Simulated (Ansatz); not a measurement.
`COC(F)(F)Cl` + H₂O → `OC(F)(F)Cl` + CH₃OH at 500 K and 1 bar (formal hydrolysis of a C–O bond).

Computed with Ansatz on PBE0-D4/def2-TZVP structures; ΔE is electronic, products minus reactants. CBS: MP2 limit from def2 TZ/QZ plus the TZ coupled-cluster correction, frozen cores. This one scheme is used for every species. One conformer a species, not always the lowest.

| species | CCSD(T)/CBS energy (Eh) | H − E (kJ/mol) | S (J/(mol·K)) |
| --- | --- | --- | --- |
| `COC(F)(F)Cl` | -812.43028 | 187.2 | 392.2 |
| H₂O | -76.37941 | 73.2 | 206.3 |
| `OC(F)(F)Cl` | -773.18536 | 103.8 | 346.2 |
| CH₃OH | -115.61712 | 157.0 | 265.4 |

H − E and S are ideal-gas, rigid-rotor, harmonic terms from PBE0-D4/def2-TZVP, for one conformer and one mirror image of each species. 1 Eh = 2625.50 kJ/mol, R = 8.31446 J/(mol·K).

**Question.** By hand: ΔE, ΔH, ΔS and ΔG.

**Answer.** ΔE = (-773.18536) + (-115.61712) − (-812.43028) − (-76.37941) = 0.00721 Eh = 18.9 kJ/mol. Δ(H − E) = 103.8 + 157.0 − 187.2 − 73.2 = 0.4, so ΔH = 19.3 kJ/mol. ΔS = 346.2 + 265.4 − 392.2 − 206.3 = 13.1 J/(mol·K). ΔG = 19.3 − 500 × (13.1)/1000 = 12.8 kJ/mol.

**Question.** By hand: the equilibrium constant, and the temperature at which ΔG would vanish if ΔH and ΔS stayed fixed.

**Answer.** log₁₀ K = −ΔG/(RT ln 10) = -1.3. ΔG = 0 at ΔH/ΔS = 1473 K, though so small a ΔS makes that figure unsure.

TΔS isn't small against ΔH here. A doubt of 5 kJ/mol in ΔE shifts log₁₀ K by 0.5 here. Other conformers and mirror images would add mixing entropy, several J/(mol·K) or more a flexible species. These are equilibria of isolated gas molecules and say nothing of rates. Largest T1 diagnostic: 0.011 (customary marks: 0.02 for closed shells, 0.045 for open ones).
